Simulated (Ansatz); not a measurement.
```yaml
crystal:
  periodic: [false, false, false]
  atoms:
    - {symbol: P, position_ang: [-0.000000, 0.000000, 0.940842]}
    - {symbol: P, position_ang: [0.000000, -0.000000, -0.940842]}
basis:
  gaussian: {orbitals: "6-311G**"}
hamiltonian: {xc: {name: B2GP-PLYP}}
output: {forces: true}
```

```sh
$ ansatz run in.yaml --threads 2 --pin off --events-out ev --progress --plain --max-ram 32768MiB --backend cpu
```

Problem. How does Ansatz answer? (An estimate is asked.)

Solution. Ansatz gave: The program refused the input.
```
Error: <dir> can't be read: No such file or directory (os error 2)
```
